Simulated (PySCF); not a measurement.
Process, species as SMILES: O (H2O) + H+ → [OH3+]
B3LYP-D3(BJ)/def2-TZVP geometries, fixed; electronic energies without zero-point terms; positive where energy is released.

Effect of the SCF energy threshold at PBE0/aug-cc-pVTZ with PySCF, against the last row, where the proton affinity is 172.75 kcal/mol.

```csv
setting,"SCF cycles, largest species",largest shift of a total energy (mEh),shift of the proton affinity (kcal/mol)
conv_tol: 1e-4,5,0.000,0.000
conv_tol: 1e-5,5,0.000,0.000
conv_tol: 1e-6,6,0.000,0.000
conv_tol: 1e-7,6,0.000,0.000
conv_tol: 1e-11,8,0.000,0.000
```

Within 0.02 kcal/mol in the proton affinity: conv_tol: 1e-4; conv_tol: 1e-5; conv_tol: 1e-6; conv_tol: 1e-7. The largest shift is 0.000 mEh in a total energy and 0.000 kcal/mol in the difference.
